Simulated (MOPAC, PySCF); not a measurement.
Bond stretch in SMILES C=CF, singlet. The C2–F6 bond (C2 also carries C, H; F6 carries nothing else) is varied alone, starting from the PBE0/def2-TZVP optimised geometry.

Methods: RHF/6-31G* = restricted Hartree-Fock/6-31G*, spherical d (PySCF); PM3, restricted, heats of formation (MOPAC); RMP2/6-31G* = restricted MP2 (frozen core)/6-31G*, spherical d (PySCF); UCCSD(T) = CCSD(T) on UHF/cc-pVDZ, 3 core orbitals frozen in PySCF.

Energies relative to the lowest point of each curve near equilibrium, in mEh; the last columns give the difference from UCCSD(T):

```
R / Å  RHF/6-31G*    PM3  RMP2/6-31G*  UCCSD(T)  RHF/6-31G* − UCCSD(T)  PM3 − UCCSD(T)  RMP2/6-31G* − UCCSD(T)
-----  ----------  -----  -----------  --------  ---------------------  --------------  ----------------------
1.07        103.2  134.6        118.7     112.3                   -9.1            22.3                     6.4
1.13         52.6   73.9         64.0      60.2                   -7.6            13.7                     3.8
1.20         18.7   29.2         25.9      24.0                   -5.3             5.2                     1.9
1.24          8.0   13.9         13.1      11.9                   -3.9             2.0                     1.2
1.31          0.2    1.1          1.7       1.4                   -1.2            -0.3                     0.3
1.34          0.0    0.0          0.1       0.0                    0.0             0.0                     0.1
1.37          1.3    1.0          0.0       0.1                    1.2             0.9                    -0.1
1.42          6.1    6.5          2.5       2.8                    3.3             3.7                    -0.2
1.49         16.8   19.8         10.3      10.5                    6.3             9.3                    -0.2
1.56         30.6   36.9         21.3      21.2                    9.4            15.7                     0.1
1.64         48.5   58.3         36.1      35.4                   13.1            22.9                     0.7
1.82         91.5  105.3         73.0      71.4                   20.1            33.9                     1.5
1.99        130.8  144.9        107.2     104.9                   25.8            40.0                     2.3
2.23        179.8  193.5        150.2     143.6                   36.3            49.9                     6.6
2.39        208.1  219.8        174.6     161.9                   46.2            57.9                    12.6
2.70        253.8  256.2        212.4     179.0                   74.8            77.2                    33.4
2.92        280.2  273.4        232.3     183.1                   97.0            90.2                    49.2
3.30        316.2  292.6        254.3     185.8                  130.5           106.8                    68.5
3.63        339.0  303.0        262.0     186.6                  152.4           116.4                    75.4
3.98        356.0  310.9        261.1     187.0                  169.0           124.0                    74.1
4.68        376.0  322.4        241.0     187.2                  188.8           135.1                    53.7
```

RHF/6-31G* is furthest from UCCSD(T) at 4.68 (188.8 mEh, above); its mean absolute difference over the points is 47.7 mEh.

PM3 is furthest from UCCSD(T) at 4.68 (135.1 mEh, above); its mean absolute difference over the points is 44.2 mEh.

RMP2/6-31G* is furthest from UCCSD(T) at 3.63 (75.4 mEh, above); its mean absolute difference over the points is 18.7 mEh.

The restricted form behind RHF/6-31G*, PM3, RMP2/6-31G* keeps the bonding electrons paired and can't separate into open-shell fragments. The unrestricted solution behind UCCSD(T) changes between 1.82 and 1.99 Å, which can leave a kink. The unrestricted determinant behind UCCSD(T) is spin-contaminated at 1.82 to 4.68 Å (<S²> up to 1.2, against 0.00 for a pure singlet).
